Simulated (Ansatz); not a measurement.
Molecular dynamics of HOSSi, charge +1

The input (input.yaml):

```yaml
crystal:
  periodic: [false, false, false]
  atoms:
    - { symbol: O, position_ang: [1.65587, 0.491896, 0.645909] }
    - { symbol: Si, position_ang: [0.203693, -0.208419, 0.149563] }
    - { symbol: S, position_ang: [-1.509922, -1.379796, 0.015476] }
    - { symbol: H, position_ang: [-0.196856, 1.223619, -0.190301] }
total_charge: 1
magnetization:
  spin_polarized: true
basis:
  gaussian: { orbitals: "6-31G*" }
hamiltonian:
  xc: hf
md:
  timestep: 3.0
  n_steps: 40
  ensemble: nvt_langevin
  temperature: 1500.0
  initial_velocities: maxwell_boltzmann
  seed: 133741
  friction: 0.005
```

Command:

```bash
$ ansatz run input.yaml --threads 1 --pin off --max-ram 2048MiB --backend cpu --events-out ev --progress --plain --runs-dir out
```

It goes on from the last frame of an earlier run, with new velocities.

Output, in part (step lines, the closing report, with atoms numbered from 0):

```
md step     0: t =     0.00 fs  T =  1125.0 K  F+E_penalty+E_count = -20721.49412452 eV  E_kin = 0.581670 eV  (817 SCF iters)
md step     1: t =     3.00 fs  T =   501.6 K  F+E_penalty+E_count = -20720.76686339 eV  E_kin = 0.259336 eV  (137 SCF iters)
md step     2: t =     6.00 fs  T =  1146.6 K  F+E_penalty+E_count = -20721.27116368 eV  E_kin = 0.592846 eV  (84 SCF iters)
md step     3: t =     9.00 fs  T =   637.0 K  F+E_penalty+E_count = -20720.97655049 eV  E_kin = 0.329376 eV  (83 SCF iters)
md step     4: t =    12.00 fs  T =  1546.6 K  F+E_penalty+E_count = -20721.60178598 eV  E_kin = 0.799633 eV  (75 SCF iters)
md step     5: t =    15.00 fs  T =  1284.0 K  F+E_penalty+E_count = -20721.00406697 eV  E_kin = 0.663905 eV  (72 SCF iters)
md step     6: t =    18.00 fs  T =  3041.3 K  F+E_penalty+E_count = -20721.49464732 eV  E_kin = 1.572464 eV  (79 SCF iters)
md step     7: t =    21.00 fs  T =  1682.2 K  F+E_penalty+E_count = -20720.74232656 eV  E_kin = 0.869761 eV  (80 SCF iters)
md step     8: t =    24.00 fs  T =  2701.2 K  F+E_penalty+E_count = -20721.32888623 eV  E_kin = 1.396653 eV  (74 SCF iters)
md step     9: t =    27.00 fs  T =  2707.6 K  F+E_penalty+E_count = -20722.20889966 eV  E_kin = 1.399960 eV  (71 SCF iters)
md step    10: t =    30.00 fs  T =  3173.9 K  F+E_penalty+E_count = -20720.95666103 eV  E_kin = 1.641026 eV  (71 SCF iters)
md step    11: t =    33.00 fs  T =  8043.5 K  F+E_penalty+E_count = -20720.53554086 eV  E_kin = 4.158797 eV  (96 SCF iters)
md step    12: t =    36.00 fs  T =  5595.5 K  F+E_penalty+E_count = -20719.74187544 eV  E_kin = 2.893094 eV  (87 SCF iters)
md step    13: t =    39.00 fs  T =  5392.8 K  F+E_penalty+E_count = -20719.59295308 eV  E_kin = 2.788307 eV  (77 SCF iters)
md step    14: t =    42.00 fs  T =  4981.0 K  F+E_penalty+E_count = -20719.50797231 eV  E_kin = 2.575370 eV  (79 SCF iters)
md step    15: t =    45.00 fs  T =  4930.6 K  F+E_penalty+E_count = -20719.52900250 eV  E_kin = 2.549298 eV  (67 SCF iters)
md step    16: t =    48.00 fs  T =  5137.5 K  F+E_penalty+E_count = -20719.60280868 eV  E_kin = 2.656293 eV  (67 SCF iters)
md step    17: t =    51.00 fs  T =  4451.5 K  F+E_penalty+E_count = -20719.58546816 eV  E_kin = 2.301581 eV  (69 SCF iters)
md step    18: t =    54.00 fs  T =  3711.4 K  F+E_penalty+E_count = -20719.47045188 eV  E_kin = 1.918936 eV  (70 SCF iters)
md step    19: t =    57.00 fs  T =  3145.9 K  F+E_penalty+E_count = -20719.34781210 eV  E_kin = 1.626558 eV  (62 SCF iters)
md step    20: t =    60.00 fs  T =  2710.4 K  F+E_penalty+E_count = -20719.29047816 eV  E_kin = 1.401410 eV  (70 SCF iters)
md step    21: t =    63.00 fs  T =  2766.0 K  F+E_penalty+E_count = -20719.31077668 eV  E_kin = 1.430147 eV  (77 SCF iters)
md step    22: t =    66.00 fs  T =  2932.4 K  F+E_penalty+E_count = -20719.36796221 eV  E_kin = 1.516177 eV  (79 SCF iters)
md step    23: t =    69.00 fs  T =  3071.9 K  F+E_penalty+E_count = -20719.37488478 eV  E_kin = 1.588273 eV  (77 SCF iters)
md step    24: t =    72.00 fs  T =  2733.0 K  F+E_penalty+E_count = -20719.28084776 eV  E_kin = 1.413057 eV  (75 SCF iters)
md step    25: t =    75.00 fs  T =  2143.6 K  F+E_penalty+E_count = -20719.15494688 eV  E_kin = 1.108328 eV  (79 SCF iters)
md step    26: t =    78.00 fs  T =  2371.2 K  F+E_penalty+E_count = -20719.14091135 eV  E_kin = 1.225986 eV  (83 SCF iters)
md step    27: t =    81.00 fs  T =  2414.4 K  F+E_penalty+E_count = -20719.19800312 eV  E_kin = 1.248346 eV  (80 SCF iters)
md step    28: t =    84.00 fs  T =  2325.8 K  F+E_penalty+E_count = -20719.19707334 eV  E_kin = 1.202517 eV  (79 SCF iters)
md step    29: t =    87.00 fs  T =  2188.3 K  F+E_penalty+E_count = -20719.11312399 eV  E_kin = 1.131456 eV  (77 SCF iters)
md step    30: t =    90.00 fs  T =  1909.1 K  F+E_penalty+E_count = -20719.01901615 eV  E_kin = 0.987092 eV  (83 SCF iters)
md step    31: t =    93.00 fs  T =  1755.8 K  F+E_penalty+E_count = -20718.99464558 eV  E_kin = 0.907793 eV  (76 SCF iters)
md step    32: t =    96.00 fs  T =  2062.0 K  F+E_penalty+E_count = -20719.08746053 eV  E_kin = 1.066116 eV  (79 SCF iters)
md step    33: t =    99.00 fs  T =  2441.4 K  F+E_penalty+E_count = -20719.27164982 eV  E_kin = 1.262324 eV  (76 SCF iters)
md step    34: t =   102.00 fs  T =  2654.6 K  F+E_penalty+E_count = -20719.40015830 eV  E_kin = 1.372537 eV  (80 SCF iters)
md step    35: t =   105.00 fs  T =  2688.2 K  F+E_penalty+E_count = -20719.37455890 eV  E_kin = 1.389892 eV  (77 SCF iters)
md step    36: t =   108.00 fs  T =  2401.2 K  F+E_penalty+E_count = -20719.29439411 eV  E_kin = 1.241516 eV  (75 SCF iters)
md step    37: t =   111.00 fs  T =  2699.0 K  F+E_penalty+E_count = -20719.35809059 eV  E_kin = 1.395499 eV  (77 SCF iters)
md step    38: t =   114.00 fs  T =  2760.2 K  F+E_penalty+E_count = -20719.50142185 eV  E_kin = 1.427116 eV  (75 SCF iters)
md step    39: t =   117.00 fs  T =  2351.0 K  F+E_penalty+E_count = -20719.52330649 eV  E_kin = 1.215574 eV  (116 SCF iters)
md step    40: t =   120.00 fs  T =  2088.5 K  F+E_penalty+E_count = -20719.61908210 eV  E_kin = 1.079820 eV  (1055 SCF iters)
Total energy: -20719.61908210 eV, -761.4319570050 hartree
Atom 0 at     1.943686    -1.091510     0.644203 Å, force    -2.019285     1.946688    -0.947107 eV/Å
Atom 1 at     0.640373    -0.093327     0.156550 Å, force     3.872912    -1.438195     0.717628 eV/Å
Atom 2 at    -1.124893    -0.858935     0.509778 Å, force    -1.853627    -0.508493     0.229479 eV/Å
Atom 3 at     0.749970    11.150236    -7.828306 Å, force    -0.000000     0.000000    -0.000000 eV/Å
Dipole moment:    -0.084508     0.264470    -0.060494 e Å
```

The run went to its last step. The mean temperature of the second half is 63 % above the set value. A step of 3 fs is long for free X–H stretches (periods near 10 fs) and can bias their spread and the temperature. A run of 0.12 ps of so small a system gives no equilibrium averages. Limits of this set-up: the dipole of an ion depends on the origin.

Parted: Si2–H4 1.53 → 13.79 Å. It ends as H + OSSi (total charge +1). Pairs count as bonded within 1.25 times the sum of covalent radii (0.12 Å more for H–H).

Last frame:

```xyz
4
Properties=species:S:1:pos:R:3
O 1.944 -1.091 0.644
Si 0.640 -0.093 0.157
S -1.125 -0.859 0.510
H 0.750 11.150 -7.828
```

Run time: 33 s on 1 thread of Intel(R) Xeon(R) Platinum 8559C (Emerald Rapids) (shared host), peak memory 0.13 GiB.
